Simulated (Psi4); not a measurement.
**NOF (nitrosyl fluoride) at 5 levels**

Wanted: a comparison of 5 runs (HF/STO-3G, PBE/pcseg-1, TPSSh/6-311+G**, UM11-L/cc-pVTZ-DK, PBEsol/pcSseg-2) of NOF (nitrosyl fluoride). 

The results are computed with Psi4 1.11.

2 further runs of the same task are left out: 2 that didn't finish.

## Step 1: Starting point

NOF: 3 atoms, total charge 0, spin state singlet. SMILES: `O=NF`. The shape is that of a GFN2-xTB optimisation.

Bond lengths: O1–N2 1.139 Å, N2–F3 1.492 Å. Angles: O1–N2–F3 111.3°.

## Step 2: Energy and forces at HF/STO-3G (run 1)

Input file job.py:

```python
import psi4

psi4.set_memory('1600 MB')
psi4.set_num_threads(1)
psi4.core.set_output_file('output.dat', False)

geom = psi4.geometry("""
O      1.66530225     0.45933573     0.96725632
N      0.27829997    -0.91016769     0.05497213
F     -1.94362111     0.45085086    -1.02224735
units au
symmetry c1
no_reorient
no_com
""")

psi4.set_options({
    'basis': 'STO-3G',
    'puream': True,
    'e_convergence': 1e-09,
    'd_convergence': 1e-08,
    'scf_type': 'pk',
})

result, w = psi4.gradient('hf', molecule=geom, return_wfn=True)
psi4.oeprop(w, 'QUADRUPOLE', 'MULLIKEN_CHARGES', 'WIBERG_LOWDIN_INDICES', title='HF')
print('gradient / Eh bohr^-1')
print(result.np.round(6))
print(f'energy = {w.energy():.10f} Eh')
```

Command:

```sh
$ python job.py
```

output.dat:

```text
[...]
  Running in c1 symmetry.
[...]
  Nuclear repulsion =   65.836732049838034
[...]
  Multiplicity = 1
[...]
  Nalpha       = 12
  Nbeta        = 12
[...]
    Number of basis functions: 15
[...]
   @RHF iter   1:  -225.38130067992620   -1.23576e+00   2.34851e-02 DIIS/ADIIS
[...]
   @RHF iter  12:  -225.50202199216929   -5.68434e-13   9.97317e-09 DIIS
[...]
  @RHF Final Energy:  -225.50202199216929
   => Energetics <=
    Nuclear Repulsion Energy =             65.8367320498380337
    One-Electron Energy =                -444.2569938146060053
    Two-Electron Energy =                 152.9182397725986959
    Total Energy =                       -225.5020219921692899
[...]
  -Total Gradient:
     Atom            X                  Y                   Z
    ------   -----------------  -----------------  -----------------
       1       -0.122937062328    -0.138805526689    -0.082743122339
       2        0.189619966211     0.108833347683     0.116247230349
       3       -0.066682903883     0.029972179007    -0.033504108010
[...]
 Multipole Moments:
 ------------------------------------------------------------------------------------
     Multipole            Electronic (a.u.)      Nuclear  (a.u.)        Total (a.u.)
 ------------------------------------------------------------------------------------
 L = 1.  Multiply by 2.5417464519 to convert [e a0] to [Debye]
 Dipole X            :          2.3337420           -2.2220722            0.1116698
 Dipole Y            :         -1.3032946            1.3611697            0.0578751
 Dipole Z            :          1.1451582           -1.0773707            0.0677875
 Magnitude           :                                                    0.1428804
 L = 2.  Multiply by 1.3450342976 to convert [e a0^2] to [Debye ang]
 Quadrupole XX       :        -67.2695280           56.7269760          -10.5425520
 Quadrupole XY       :          3.4093754           -3.5401841           -0.1308087
[...]
  Mulliken Charges: (a.u.)
   Center  Symbol    Alpha    Beta     Spin     Total
       1     O     4.03228  4.03228  0.00000 -0.06456
       2     N     3.41816  3.41816  0.00000  0.16368
       3     F     4.54956  4.54956  0.00000 -0.09912
   Total alpha = 12.00000, Total beta = 12.00000, Total charge =  0.00000
  Wiberg Bond Indices using Orthogonal Lowdin Orbitals:
[...]
```

The script printed:

```text
gradient / Eh bohr^-1
[[-0.122937 -0.138806 -0.082743]
 [ 0.18962   0.108833  0.116247]
 [-0.066683  0.029972 -0.033504]]
energy = -225.5020219922 Eh
```

It took 1 s on 1 thread of Intel Xeon 6975P-C (Granite Rapids), shared host; peak memory 0.18 GiB.

## Step 3: Energy and gradient at PBE/pcseg-1 (run 2)

Input file job.inp:

```
memory 1.6 GB

molecule {
  0 1
  O
  N 1 1.138848
  F 2 1.492027 1 111.26393
  units angstrom
  symmetry c1
  no_reorient
  no_com
}

set globals {
  puream true
  e_convergence 1e-09
  d_convergence 1e-08
  scf_type pk
  dft_radial_points 99
  dft_spherical_points 590
}

result, w = gradient('pbe/pcseg-1', return_wfn=True)
oeprop(w, 'MAYER_INDICES', 'MULLIKEN_CHARGES', 'DIPOLE', title='PBE')
```

Command:

```sh
$ psi4 -n 1 job.inp job.out
```

job.out:

```text
[...]
  Running in c1 symmetry.
[...]
  Nuclear repulsion =   65.836718853212957
[...]
  Multiplicity = 1
[...]
  Nalpha       = 12
  Nbeta        = 12
[...]
    Number of basis functions: 42
[...]
   @RKS iter   1:  -229.40550674463066   -2.24106e-01   9.87205e-03 DIIS/ADIIS
[...]
   @RKS iter  11:  -229.46402428312629   -1.98952e-13   1.56139e-09 DIIS
[...]
    Orbital Energies [Eh]
    ---------------------
    Doubly Occupied:
       1A    -24.252898     2A    -18.890779     3A    -14.200541
       4A     -1.219628     5A     -1.075279     6A     -0.648499
       7A     -0.533129     8A     -0.515438     9A     -0.484950
      10A     -0.355071    11A     -0.335802    12A     -0.295173
[...]
  @RKS Final Energy:  -229.46402428312629
   => Energetics <=
    Nuclear Repulsion Energy =             65.8367188532129575
    One-Electron Energy =                -446.7326622212692087
    Two-Electron Energy =                 176.9983167492703160
    DFT Exchange-Correlation Energy =     -25.5663976643403750
    Empirical Dispersion Energy =           0.0000000000000000
    VV10 Nonlocal Energy =                  0.0000000000000000
    Total Energy =                       -229.4640242831262924
[...]
  -Total Gradient:
     Atom            X                  Y                   Z
    ------   -----------------  -----------------  -----------------
       1       -0.000526742633    -0.030975353305    -0.000000000000
       2        0.020554382427     0.023613290561    -0.000000000000
       3       -0.020020312547     0.007367023231     0.000000000000
[...]
 Multipole Moments:
 ------------------------------------------------------------------------------------
     Multipole            Electronic (a.u.)      Nuclear  (a.u.)        Total (a.u.)
 ------------------------------------------------------------------------------------
 L = 1.  Multiply by 2.5417464519 to convert [e a0] to [Debye]
 Dipole X            :          0.4138431           -0.8041032           -0.3902601
 Dipole Y            :         -0.4022290            0.6684076            0.2661786
 Dipole Z            :         -0.0000000            0.0000000           -0.0000000
 Magnitude           :                                                    0.4723918
[...]
  Mulliken Charges: (a.u.)
   Center  Symbol    Alpha    Beta     Spin     Total
       1     O     4.02673  4.02673  0.00000 -0.05345
       2     N     3.33564  3.33564  0.00000  0.32871
       3     F     4.63763  4.63763  0.00000 -0.27526
   Total alpha = 12.00000, Total beta = 12.00000, Total charge = -0.00000
  Mayer Bond Indices:
[...]
```

Wall time 3.6 s (1 thread of Intel Xeon 6975P-C (Granite Rapids), shared host); peak memory 0.4 GiB.

Runs 3 to 4 aren't shown in full; the table further down has their settings and results.

## Step 4: Energy and one-electron properties at PBEsol/pcSseg-2 (density fitting, IEF-PCM acetone) (run 5)

Input file calc.py:

```python
import psi4

psi4.set_memory('1600 MB')
psi4.set_num_threads(1)
psi4.set_output_file('psi4.out', False)

m = psi4.geometry("""
0 1
O      0.881240     0.243070     0.511850
N      0.147270    -0.481640     0.029090
F     -1.028520     0.238580    -0.540950
symmetry c1
""")

psi4.set_options({
    'basis': 'pcSseg-2',
    'reference': 'rks',
    'scf_type': 'dfdirj+link',
    'pcm': True,
})
psi4.pcm_helper("""
  Units = Angstrom
  Medium {
    SolverType = IEFPCM
    Solvent = Acetone
  }
  Cavity {
    Type = GePol
    RadiiSet = Bondi
    Scaling = True
    Area = 0.4
    Mode = Implicit
  }
""")

e, wfn = psi4.energy("pbesol", return_wfn=True)
psi4.oeprop(wfn, "DIPOLE", "ESP_AT_NUCLEI", "WIBERG_LOWDIN_INDICES", "MBIS_CHARGES", title="PBESOL")
print(f'pbesol energy: {e:.10f} Eh')
```

Command:

```sh
$ python calc.py
```

psi4.out:

```text
[...]
  Running in c1 symmetry.
[...]
  Nuclear repulsion =   65.836732024510070
[...]
  Multiplicity = 1
[...]
  Nalpha       = 12
  Nbeta        = 12
[...]
    Number of basis functions: 108
[...]
   @RKS iter   1:  -228.82176722379739   -2.54217e-01   3.92336e-03 ADIIS/DIIS
[...]
   @RKS iter   8:  -228.87650788417028   -3.68171e-07   9.81336e-07 DIIS
[...]
    Orbital Energies [Eh]
    ---------------------
    Doubly Occupied:
       1A    -24.178770     2A    -18.819218     3A    -14.139384
       4A     -1.206773     5A     -1.070683     6A     -0.644347
       7A     -0.533868     8A     -0.511793     9A     -0.483203
      10A     -0.362836    11A     -0.344713    12A     -0.296963
[...]
  @RKS Final Energy:  -228.87650788417028
   => Energetics <=
    Nuclear Repulsion Energy =             65.8367320245100700
    One-Electron Energy =                -446.7675269562250833
    Two-Electron Energy =                 176.8666087023620435
    DFT Exchange-Correlation Energy =     -24.8092684577008988
    Empirical Dispersion Energy =           0.0000000000000000
    VV10 Nonlocal Energy =                  0.0000000000000000
    PCM Polarization Energy =              -0.0030531971163882
    Total Energy =                       -228.8765078841702802
[...]
 Multipole Moments:
 ------------------------------------------------------------------------------------
     Multipole            Electronic (a.u.)      Nuclear  (a.u.)        Total (a.u.)
 ------------------------------------------------------------------------------------
 L = 1.  Multiply by 2.5417464519 to convert [e a0] to [Debye]
 Dipole X            :         -0.4100846            1.0280149            0.6179302
 Dipole Y            :          0.0447087           -0.1911438           -0.1464350
 Dipole Z            :          0.0000000           -0.0000000            0.0000000
 Magnitude           :                                                    0.6350441
[...]
```

The script printed:

```text
pbesol energy: -228.8765078842 Eh
```

Wall time 3.9 s (1 thread of Intel Xeon 6975P-C (Granite Rapids), shared host); peak memory 0.4 GiB.

Atomic charges (e):

```csv
atom,MBIS
O1,-0.018
N2,+0.271
F3,-0.253
```

## Step 5: All runs side by side

```csv
run,level,integration grid,task,energy (Eh),dipole moment (D),HOMO energy (eV),LUMO energy (eV),wall time
1,HF/STO-3G,–,gradient,-225.502022,0.36,-9.70,5.61,1 s
2,PBE/pcseg-1,99 radial × 590 angular,gradient,-229.464024,1.20,-8.03,-4.52,3.6 s
3,TPSSh/6-311+G**,99 radial × 590 angular,energy,-229.786493,1.50,-9.09,-4.24,7.8 s
4,"UM11-L/cc-pVTZ-DK (sfX2C, density fitting, ddCOSMO tetrahydrofuran)",75 radial × 302 angular,energy,-229.888590,1.69,-8.70,-4.13,6.3 s
5,"PBEsol/pcSseg-2 (density fitting, IEF-PCM acetone)",75 radial × 302 angular,properties,-228.876508,1.61,-8.08,-4.47,3.9 s
```

## Step 6: Outcome

| quantity | value |
| --- | --- |
| run 5: total energy | -228.87651 Eh |
| run 5: dipole moment | 1.61 D |
| run 5: HOMO energy | -8.08 eV |
| run 5: LUMO energy | -4.47 eV |
| run 5: HOMO–LUMO gap | 3.61 eV |
| run 5: solvent term in the energy | -8.0 kJ/mol |

What this shows: The dipole moment (its size) runs from 0.36 D (HF/STO-3G) to 1.69 D (UM11-L/cc-pVTZ-DK). The two ends differ in method and basis and solvent and Hamiltonian. The HOMO–LUMO gap runs from 3.52 eV (PBE/pcseg-1) to 15.30 eV (HF/STO-3G). The two ends differ in method and basis. Totals of different functionals can't be ranked against each other. In run 1 the basis is minimal, so the values are rough. All runs together took 23 s, the longest 7.8 s.
